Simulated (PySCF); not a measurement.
Species: C4H3FO.
SMILES: `c1(=O)c(C)c1F`

The calculation used MP2 and CCSD/aug-cc-pVDZ in PySCF, restricted Hartree–Fock reference, 6 core orbitals frozen, non-relativistic, gas phase, PBE0-D3(BJ)/def2-SVP geometry.

E(HF) = -327.46501 Eh.

Problem. How large is the problem?

Solution. 165 basis functions and 44 electrons; 6 orbitals frozen, which leaves o = 16 correlated occupied and v = 143 virtual orbitals. That is o·v = 2288 singles and o·v(o·v + 1)/2 = 2618616 distinct closed-shell doubles amplitudes before symmetry; the costliest CCSD step grows as o²v⁴ = 1.1 × 10^11.

Problem. What are the MP2 and CCSD correlation energies?

Solution. MP2 -0.9212 Eh and CCSD -0.9440 Eh, which gives totals of -328.38622 and -328.40904 Eh. That is 0.803 eV for each correlated electron at CCSD (2479 kJ/mol in all, 0.287 % of the total energy); MP2 gives 97.6 % of the CCSD value.

Problem. What is the T1 diagnostic?

Solution. 0.0162, below the customary warning level of 0.02. It is the norm of the spatial-orbital singles amplitudes over the root of the number of correlated electrons, so the norm is 0.092.

Problem. How does correlation change the dipole moment?

Solution. HF gives 4.74 D and CCSD (unrelaxed density) 4.11 D, a change of -0.63 D.

Connected triples and the basis-set limit are missing.

The job also held the EOM ionisation roots. The run took 8.0 min wall on an Arm Neoverse V2 with one thread, no GPU, shared host.
